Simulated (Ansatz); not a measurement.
**AlS (quartet): from Hartree-Fock to the top rungs, cc-pVDZ**

One table from this session's results is given with a row withheld; the runs are named, their logs left out.

The runs use Ansatz 0.2.0, Gaussian basis; cc-pVDZ, core rule «outside noble gas», up to 10 orbitals frozen.

The runs, in order: UHF; CCSD(T) on ROHF; CCSD(T) on UHF; BCCD(T) on ROHF; CISD; CCSDT(Q) on ROHF; CCSDT(Q) on UHF; CISDTQ; CCSDTQ on ROHF; CCSDTQ on UHF; Full CI.

7 further runs of the same task are left out: 4 for a known fault of the program, 3 set aside as unsound or not needed.

### What is computed

The geometry is a PBE0/def2-TZVP stationary point (not a proven minimum) of the parent state, kept for this charge and spin.

2 atoms, charge 0, spin multiplicity 4.

Atoms are counted from 1 here; the program's logs count them from 0.

Bond lengths: Al1–S2 2.032 Å.

Coordinates:

```xyz
2
charge 0, multiplicity 4
Al    0.0000    0.0000    0.0000
S     0.0000    0.0000    2.0316
```

The first run:

File in.yaml:

```yaml
crystal:
  periodic: [false, false, false]
  atoms:
    - {symbol: Al, position_ang: [0.000000, 0.000000, 0.000000]}
    - {symbol: S, position_ang: [0.000000, 0.000000, 2.031600]}
basis:
  gaussian: {orbitals: cc-pVDZ}
magnetization: {spin_polarized: true, initial_magnetization: 3}
hamiltonian: {xc: hf}
output: {orbitals: {seedname: orbitals}}
```

Run with:

```
$ ansatz run in.yaml --threads 1 --pin off --events-out ev --progress --plain --max-ram 3956MiB --backend cpu
```

Among the steps run: UHF; CCSD(T) on ROHF; CCSD(T) on UHF; BCCD(T) on ROHF; CISD; CCSDT(Q) on ROHF; CCSDT(Q) on UHF; CISDTQ; CCSDTQ on ROHF; CCSDTQ on UHF; Full CI.

One of the session's tables, all rows but one given; the rest of the session is left out.

It belongs to the step «Misses and costs». 

| method | from FCI (meV) |
| --- | --- |
| ROHF | ? |
| UHF | +4348.3 |
| RMP2 | +927.6 |
| UMP2 | +937.9 |
| CISD | +510.0 |
| RCCSD | +311.1 |
| UCCSD | +308.9 |
| RCCSD(T) | +185.3 |
| UCCSD(T) | +186.8 |
| BCCD(T) | +187.5 |
| RCCSDT | +61.0 |
| UCCSDT | +65.1 |
| CISDTQ | +41.8 |
| RCCSDT(Q) | +3.5 |
| UCCSDT(Q) | +7.5 |
| RCCSDTQ | +3.9 |
| UCCSDTQ | +4.0 |
| FCI | 0 |

Q: Estimate the row for ROHF from the others.

The run gave: from FCI (meV): +4475.5. In the column «from FCI (meV)» it is the highest.

Caveats from the session: The report flags that the cluster equations may have other roots. The program flags RCCSDT(Q), UCCSDT(Q), RCCSDTQ, UCCSDTQ as in doubt, so those rows may rest on another solution; read them beside their warnings. Levels on UHF freeze UHF's core orbitals, full CI those of ROHF, so the U rows can settle a little off it for that reason alone. Restricted and unrestricted rows rest on different reference determinants; where their highest levels disagree by more than a few hundredths of an eV, they describe different states and don't form one ladder.
